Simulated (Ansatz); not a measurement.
Geometry optimisation, UKS LDA/def2-SVPD (Ansatz 0.2.0).

Input:

```yaml
crystal:
  periodic: [false, false, false]
  atoms:
    - { symbol: C, position_ang: [0.61115, 0.86989, 0.43227] }
    - { symbol: C, position_ang: [-0.02371, -0.03368, -0.01621] }
    - { symbol: H, position_ang: [-0.58744, -0.83621, -0.41607] }
magnetization:
  spin_polarized: true
  initial_magnetization: 1
basis:
  gaussian: { orbitals: def2-SVPD }
hamiltonian:
  xc: lda
relax:
  f_tol: 0.02
  max_steps: 40
```

Run as:

```bash
$ ansatz run input.yaml --threads 1 --pin off --max-ram 2048MiB --backend cpu --events-out ev --progress --plain --runs-dir out
```

Task: Where does it end, and by what steps?

Result: The run converged. After 2 steps the energy has fallen by 0.053 eV; C1 moved furthest, 0.03 Å.

| step | energy less start (eV) | largest force component (eV/Å) | accepted |
| --- | --- | --- | --- |
| 0 | 0.0000 | 2.249 | yes |
| 1 | -0.0520 | 0.208 | yes |
| 2 | -0.0528 | 0.005 | yes |

```xyz
3
Properties=species:S:1:pos:R:3
C 0.626 0.890 0.442
C -0.024 -0.034 -0.016
H -0.602 -0.856 -0.426
```

Whether the end is a true minimum wasn't checked by a vibrational analysis.

The run took 4.6 s on 1 thread of Arm Neoverse N1, on a shared host, peak memory 0.09 GiB.
